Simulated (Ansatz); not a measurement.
Geometry optimisation, RKS revPBE-D4/def2-SVP (Ansatz 0.2.0).

The input (input.yaml):

```yaml
crystal:
  periodic: [false, false, false]
  atoms:
    - { symbol: Si, position_ang: [0.0, 0.0, 0.0] }
    - { symbol: H, position_ang: [0.9994, 0.0, 1.3254] }
    - { symbol: H, position_ang: [1.5827, 0.0, 0.5009] }
    - { symbol: H, position_ang: [-0.6877, 1.1914, -0.4862] }
    - { symbol: H, position_ang: [-0.6877, -1.1914, -0.4862] }
basis:
  gaussian: { orbitals: def2-SVP }
hamiltonian:
  xc: revpbe
  dispersion: d4
relax:
  f_tol: 0.15
  max_steps: 25
  restrain:
    - { distance: [1, 2], at: 1.86, k: 30.0 }
    - { distance: [0, 1], at: 1.46, k: 30.0 }
    - { distance: [0, 2], at: 1.46, k: 30.0 }
```

Command:

```bash
$ ansatz run input.yaml --threads 1 --pin off --max-ram 2048MiB --backend cpu --events-out ev --progress --plain --runs-dir out
```

Task: Where does it end, and by what steps?

Result: It converged. The restraints hold the end off the free minimum; the threshold counts their pulls, which the force column leaves out. Restrained pairs: H2–H3 (1.01 → 1.92 Å), Si1–H2 (1.66 → 1.46 Å), Si1–H3 (1.66 → 1.46 Å). After 5 steps the energy has fallen by 2.843 eV (the restraints' own energy left out); H3 moved furthest, 0.54 Å.

| step | energy less start (eV) | largest force component (eV/Å) | accepted |
| --- | --- | --- | --- |
| 0 | 0.0000 | 2.826 | yes |
| 1 | -1.2099 | 2.601 | yes |
| 2 | -2.2496 | 1.894 | yes |
| 3 | -2.8122 | 1.330 | yes |
| 4 | -2.8404 | 1.389 | yes |
| 5 | -2.8426 | 1.356 | yes |

```xyz
5
Properties=species:S:1:pos:R:3
Si 0.151 0.000 0.107
H 0.497 0.000 1.525
H 1.603 0.000 -0.039
H -0.522 1.250 -0.369
H -0.522 -1.250 -0.369
```

Time of the run: 3.8 s on 1 thread of Intel(R) Xeon(R) Platinum 8259CL CPU @ 2.50GHz (Skylake/Cascade Lake), with other jobs on the host, peak memory 0.1 GiB.
